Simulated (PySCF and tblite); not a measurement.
C₅H₉N, numbered as in [CH3:1][CH2:2][CH2:3][CH2:4][C:5]#[N:6].

The ensemble was built from 90 distance-geometry starts (ETKDG and KDG, MMFF94s, GFN2-xTB) and rests on PBE0-D3(BJ)/def2-SVP geometries. Free energies are PBE0-D3(BJ)/def2-TZVP single points with GFN2-xTB rigid-rotor and vibrational terms (modes under about 100 cm⁻¹ blended into free rotors). Symmetry numbers and mirror images are counted. Conformers within 4 kcal/mol (GFN2-xTB free energy) were kept, 7 at most. GIAO shieldings: PBE0/pcSseg-1. Shifts are against TMS (¹H), TMS (¹³C), NH3 (¹⁵N) at the same level. (PySCF 2.14, tblite 0.8.)

Torsions listed: C1–C2–C3–C4, C2–C3–C4–C5. Of a mirror pair one member is shown.

```tsv
conformer	shape	symmetry	E(GFN2) kcal/mol	E(DFT) kcal/mol
1	180°, 63°	C1 (pair)	0.00	0.00
2	61°, 58°	C1 (pair)	0.51	0.34
3	180°, 180°	Cs	0.08	0.21
4	-64°, -178°	C1 (pair)	0.52	0.75
5	-67°, 75°	C1 (pair)	0.93	1.55
```

Problem. How much do the weights at 298.15 K and the averaged shift of C4 depend on how the conformers are weighted?

Solution. 
```json
{"weighting": "DFT energy with thermal terms, symmetry and mirror images (full scheme)", "1 (%)": "45", "2 (%)": "21", "3 (%)": "20", "4 (%)": "12", "5 (%)": "2", "δ (ppm)": "17.8", "rms dipole (D)": "4.18"}
{"weighting": "DFT energy with symmetry and mirror images", "1 (%)": "44", "2 (%)": "25", "3 (%)": "15", "4 (%)": "12", "5 (%)": "3", "δ (ppm)": "17.6", "rms dipole (D)": "4.17"}
{"weighting": "bare DFT energy", "1 (%)": "38", "2 (%)": "22", "3 (%)": "27", "4 (%)": "11", "5 (%)": "3", "δ (ppm)": "17.8", "rms dipole (D)": "4.20"}
{"weighting": "GFN2-xTB energy with symmetry and mirror images", "1 (%)": "40", "2 (%)": "17", "3 (%)": "18", "4 (%)": "17", "5 (%)": "8", "δ (ppm)": "17.7", "rms dipole (D)": "4.19"}
{"weighting": "GFN2-xTB free energy", "1 (%)": "41", "2 (%)": "14", "3 (%)": "22", "4 (%)": "16", "5 (%)": "6", "δ (ppm)": "17.9", "rms dipole (D)": "4.21"}
{"weighting": "leading conformer alone", "1 (%)": "100", "2 (%)": "0", "3 (%)": "0", "4 (%)": "0", "5 (%)": "0", "δ (ppm)": "18.9", "rms dipole (D)": "4.08"}
{"weighting": "equal weights", "1 (%)": "20", "2 (%)": "20", "3 (%)": "20", "4 (%)": "20", "5 (%)": "20", "δ (ppm)": "17.4", "rms dipole (D)": "4.21"}
{"weighting": "full scheme, search stopped after three starts", "1 (%)": "100", "2 (%)": "0", "3 (%)": "0", "4 (%)": "0", "5 (%)": "0", "δ (ppm)": "18.9", "rms dipole (D)": "4.08"}
```

The largest departure from the full scheme, 1.2 ppm, comes with: leading conformer alone.


¹⁵N shifts are against a computed isolated NH3 molecule, about 20 ppm from the liquid.